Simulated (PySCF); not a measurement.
MgO⁺: from constants to spectrum

r²SCAN constants of MgO⁺, ²Π (doublet), unpaired electrons π ↑ (PySCF, no relativity, basis sets Mg def2-SVPD, O def2-SVPD; masses 23.9850 and 15.9949 u):

```
ωe              : 701.7 cm⁻¹
ωexe            : 4.75 cm⁻¹
Be              : 0.51672 cm⁻¹
αe              : 0.00480 cm⁻¹
D (centrifugal) : 1.12e-06 cm⁻¹
De to Mg⁺ + O   : 2.32 eV
```

Task: Give the vibrational terms G(v) and spacings up to v = 6.

Result: G(v) = ωe(v+½) − ωexe(v+½)².

```
v  G(v) (cm⁻¹)  G(v) − G(v−1)  Bv (cm⁻¹)
0        349.7                    0.5143
1       1041.9          692.2     0.5095
2       1724.6          682.7     0.5047
3       2397.8          673.2     0.4999
4       3061.5          663.7     0.4951
5       3715.7          654.2     0.4903
6       4360.4          644.7     0.4855
```

Task: How well does the Morse estimate ωe²/(4ωexe) reproduce De, and what is D0?

Result: It gives 3.21 eV, 138 % of the computed De. D0 = De − G(0) = 2.32 − 0.04 = 2.28 eV.

For an ion De counts to the pair picked by the measured ionisation energies or electron affinities, which need not be the lowest pair at this level. The state was picked by a PBE0 search and need not be the measured ground state.
